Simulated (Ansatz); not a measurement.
Geometry optimisation, RKS B3LYP-D4/def2-SVPD in Ansatz.

input.yaml

```yaml
crystal:
  periodic: [false, false, false]
  atoms:
    - { symbol: B, position_ang: [-0.6466, 0.433, -0.3372] }
    - { symbol: "N", position_ang: [0.5374, 0.531, 1.0173] }
    - { symbol: C, position_ang: [-0.1212, -0.7934, -0.9318] }
    - { symbol: H, position_ang: [0.2242, -0.635, 0.4154] }
    - { symbol: H, position_ang: [-1.6473, 1.0108, -0.2398] }
    - { symbol: H, position_ang: [1.3589, 1.0957, 0.8576] }
    - { symbol: H, position_ang: [0.1018, 0.8065, 1.8838] }
    - { symbol: H, position_ang: [-0.7328, -1.4601, -1.5313] }
    - { symbol: H, position_ang: [0.9257, -0.9886, -1.134] }
basis:
  gaussian: { orbitals: def2-SVPD }
hamiltonian:
  xc: b3lyp
  dispersion: d4
relax:
  f_tol: 0.15
  max_steps: 25
  restrain:
    - { distance: [3, 1], at: 1.02, k: 30.0 }
    - { distance: [0, 1], at: 2.85, k: 30.0 }
    - { distance: [3, 2], at: 2.37, k: 30.0 }
```

Command:

```bash
$ ansatz run input.yaml --threads 2 --pin off --max-ram 3072MiB --backend cpu --events-out ev --progress --plain --runs-dir out
```

Question: Where does it end, and by what steps?

Answer: The forces met the threshold. The restraints hold the end off the free minimum. After 8 steps the energy has fallen by 0.312 eV (the restraints' own energy left out); H4 moved furthest, 0.68 Å. Joined: N2–H4 (1.35 → 1.02 Å).

```tsv
step	energy less start (eV)	largest force component (eV/Å)	accepted
0	0.0000	2.503	yes
1	0.4148	2.524	yes
2	0.2434	3.099	yes
3	-0.0212	1.651	yes
4	-0.1872	0.907	yes
5	-0.2133	0.612	yes
6	-0.2973	0.683	yes
7	-0.3111	0.286	yes
8	-0.3121	0.210	yes
```

```xyz
9
Properties=species:S:1:pos:R:3
B -0.981 0.212 -0.678
N 0.908 0.458 1.436
C -0.254 -0.833 -1.233
H 0.496 -0.347 0.969
H -1.714 1.059 -0.306
H 1.226 1.141 0.756
H 0.245 0.879 2.078
H -0.691 -1.441 -2.037
H 0.766 -1.128 -0.985
```

The run took 14 s on 2 threads of Intel(R) Xeon(R) Platinum 8488C (Sapphire Rapids), on a shared host, peak memory 0.19 GiB.
